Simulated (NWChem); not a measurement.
Molecule: hydrazine (N2H4); SMILES NN

Results from NWChem. Pople sets run with spherical d functions. STO-3G and 3-21G are far too small for this property and stand as cheap habits. All runs use the structure optimised with PBE0/def2-SVP. Vertical excitations in the gas phase; the lowest state need not have the same character in each row.

```json
[
 {"level": "PBE/3-21G, TDA", "basis functions": "26", "lowest excitation, singlet (eV)": "6.89", "lowest state with f > 0.02, singlet (eV)": "6.94", "orbital gap (eV)": "6.65"},
 {"level": "PBE/6-31G*, TDA", "basis functions": "36", "lowest excitation, singlet (eV)": "6.78", "lowest state with f > 0.02, singlet (eV)": "6.86", "orbital gap (eV)": "6.61"},
 {"level": "PBE/6-31+G*, TDA", "basis functions": "44", "lowest excitation, singlet (eV)": "5.80", "lowest state with f > 0.02, singlet (eV)": "6.35", "orbital gap (eV)": "5.72"},
 {"level": "PBE/def2-SVP, TDA", "basis functions": "48", "lowest excitation, singlet (eV)": "6.12", "lowest state with f > 0.02, singlet (eV)": "7.06", "orbital gap (eV)": "5.99"},
 {"level": "PBE/def2-SVPD, TDA", "basis functions": "72", "lowest excitation, singlet (eV)": "5.87", "lowest state with f > 0.02, singlet (eV)": "6.77", "orbital gap (eV)": "5.78"},
 {"level": "PBE/def2-TZVP, TDA", "basis functions": "86", "lowest excitation, singlet (eV)": "5.82", "lowest state with f > 0.02, singlet (eV)": "…", "orbital gap (eV)": "5.73"},
 {"level": "PBE/aug-cc-pVDZ, TDA", "basis functions": "82", "lowest excitation, singlet (eV)": "4.96", "lowest state with f > 0.02, singlet (eV)": "5.64", "orbital gap (eV)": "4.94"},
 {"level": "PBE/def2-TZVPD, TDA", "basis functions": "110", "lowest excitation, singlet (eV)": "5.39", "lowest state with f > 0.02, singlet (eV)": "6.22", "orbital gap (eV)": "5.33"}
]
```

### Question
What belongs in the gaps?

### Answer

- PBE/def2-TZVP, TDA, lowest state with f > 0.02, singlet (eV): 6.72
